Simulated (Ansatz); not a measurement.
C3⁺. The state is a quartet with charge 1. Geometry r2SCAN-D4/def2-TZVP; atoms count from 1.

```xyz
3

C     1.213   -0.137    0.332
C    -1.213    0.136   -0.333
C     0.000    0.001    0.001
```

At PBE0-D4/def2-TZVP a doublet of charge 1 lies 1.19 eV below the quartet, each at its own geometry. The structure comes from a short search, and lower isomers may exist.

Question: Estimate the Mulliken populations from the PBE0/def2-TZVP orbitals of Ansatz.

Answer: 
```csv
atom,charge (e),spin (α − β)
C1,0.49,1.60
C2,0.49,1.60
C3,0.02,-0.21
```
Mulliken values and Mayer orders depend strongly on the basis.

Question: Where does the spin sit?

Answer: Summed by element: C 3.00, of 3 unpaired in all. Largest on single atoms: C1 1.60, C2 1.60, C3 -0.21.

Question: And the Mayer bond orders between bonded heavy atoms (over 0.3)?

Answer: C1–C3 2.00 (1.27 Å); C2–C3 2.00 (1.27 Å). Values over 0.3 also appear between atoms too far apart for a bond (C1–C2 0.37 at 2.53 Å); they arise where an orbital or an unpaired electron spreads over both atoms.
